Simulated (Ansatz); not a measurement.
Two shapes of doublet C₃H₄(+).

Shape 1:

```xyz
7

C    -0.2036    1.0236   -0.8406
C     0.0062    0.0092   -0.0496
C     0.1891   -1.0276    0.8829
H    -1.0090    1.0129   -1.5915
H     0.4666    1.8888   -0.8389
H     0.2303   -0.8210    1.9548
H     0.3756   -2.0556    0.5949
```

Shape 2:

```xyz
7

C    -0.2222    0.9878   -0.8583
C     0.0029    0.0207   -0.0270
C     0.2298   -1.0106    0.8792
H    -0.9571    0.8851   -1.6707
H     0.2686    1.9469   -0.6740
H     0.5483   -0.6912    1.8744
H    -0.0200   -2.0291    0.5740
```

Basis set: def2-SVP (spherical functions). Charge 1, multiplicity 2.

Computed with Ansatz (development build ahead of 0.2.0); each method stands on the lowest determinant of its kind that the runs found.

(1) Which shape is lower in energy, and by how much in each method?

Results:

(1)

```csv
method,E(2) − E(1) (eV)
UHF,0.097
PBE0 (unrestricted),0.165
```

Shape 1 is lower. Caution for UHF: the unrestricted determinant is spin contaminated.
